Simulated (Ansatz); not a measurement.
## Rock-salt GdN

Computed with rVV10 (plane waves, PAW; Ansatz, a quantum-chemistry and plane-wave program).

Numerical settings: plane-wave cutoff 500 eV, 14×14×14 k mesh, Fermi–Dirac smearing 0.05 eV, spin-polarised with parallel moments, scalar-relativistic PAW data made under PBE.

Cell (relaxed at this level):

GdN is modelled in the cubic space group Fm-3m (No. 225), the rock salt structure, Pearson symbol cF8. Lattice parameters: a = 5.0085 Å, b = 5.0085 Å, c = 5.0085 Å, α = 90.00°, β = 90.00°, γ = 90.00°. Gd on 4a sees 6 N at 2.504 Å (octahedral). N on 4b sees 6 Gd at 2.504 Å (octahedral). (Neighbours: up to the widest gap in distance over summed covalent radii, below 1.35, at either atom; cation-cation and far metal-metal contacts left out.)
(The calculation used a cell of 2 atoms; values per cell refer to that cell.)

For rock-salt GdN, the magnetic moment (largest site, within a sphere) comes out as 6.86 μB and the band gap is zero (no gap).

Note: the 4f shell is treated without U or exact exchange, so its levels and filling can be wrong.

Moments are spin moments.

Spin–orbit coupling is not included.

The computed numbers hold no vibrational or temperature effects.
